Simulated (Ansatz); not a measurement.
# C₂H₃Si− (SMILES [CH-]=[Si]=C): single points off equilibrium

The task here is to estimate one member of a computed series from the others.

The runs use Ansatz 0.2.0, Gaussian basis; single points in def2-TZVPPD.

Cores are frozen in the correlated methods.

### The starting structure

SMILES `[CH-]=[Si]=C`, 6 atoms, charge -1, spin multiplicity 1.

Atoms are counted from 1 here; the program's logs count them from 0.

Bond lengths: C1–Si2 1.961 Å, C1–H4 0.952 Å, Si2–C3 1.687 Å, C3–H5 0.986 Å, C3–H6 1.038 Å. Angles: Si2–C1–H4 135.4°, C1–Si2–C3 171.8°, Si2–C3–H5 103.5°, Si2–C3–H6 127.5°, H5–C3–H6 117.3°.

Geometry (Å):

```xyz
6
C2H3Si
C    -1.7665   -1.0001   -0.9591
Si   -0.1695   -0.1000   -0.2628
C     1.0743    0.7145    0.5347
H    -2.5806   -0.7191   -1.3656
H     1.8912    0.3521    0.1174
H     1.1245    0.9618    1.5412
```

The first run:

Input file run/in.yaml:

```yaml
crystal:
  periodic: [false, false, false]
  atoms:
    - {symbol: C, position_ang: [-1.766500, -1.000100, -0.959100]}
    - {symbol: Si, position_ang: [-0.169500, -0.100000, -0.262800]}
    - {symbol: C, position_ang: [1.074300, 0.714500, 0.534700]}
    - {symbol: H, position_ang: [-2.580600, -0.719100, -1.365600]}
    - {symbol: H, position_ang: [1.891200, 0.352100, 0.117400]}
    - {symbol: H, position_ang: [1.124500, 0.961800, 1.541200]}
basis:
  gaussian: {orbitals: "def2-TZVPPD.json"}
total_charge: -1
correlation: {method: ccsd_t}
output: {forces: true}
```

The basis file named in the input lies beside it (Basis Set Exchange, JSON).

No record of the launch command was kept for these runs.

Steps of the session up to this table: CCSD(T)/def2-TZVPPD; PBE0-D4/def2-TZVPPD; wB97M-V/def2-TZVPPD; r2SCAN-D4/def2-TZVPPD; PBE-D4/def2-TZVPPD; r2SCANh-D4/def2-TZVPPD; BHLYP-D4/def2-TZVPPD.

One table of the session follows, with a row left open; its other results are not shown here.

```
    method  RMS force component (eV/Å)  angle to CCSD(T) forces (°)
   CCSD(T)                       3.971                    reference
   PBE0-D4                       4.099                          2.5
   wB97M-V                           ?                            ?
 r2SCAN-D4                       4.048                          1.9
    PBE-D4                       4.065                          1.5
r2SCANh-D4                       4.060                          2.4
  BHLYP-D4                       3.996                          4.0
```

Estimate the missing values for wB97M-V.

As computed: RMS force component (eV/Å): 4.079; angle to CCSD(T) forces (°): 3.3. In the column «RMS force component (eV/Å)» it lies between PBE-D4 (4.065) and PBE0-D4 (4.099).
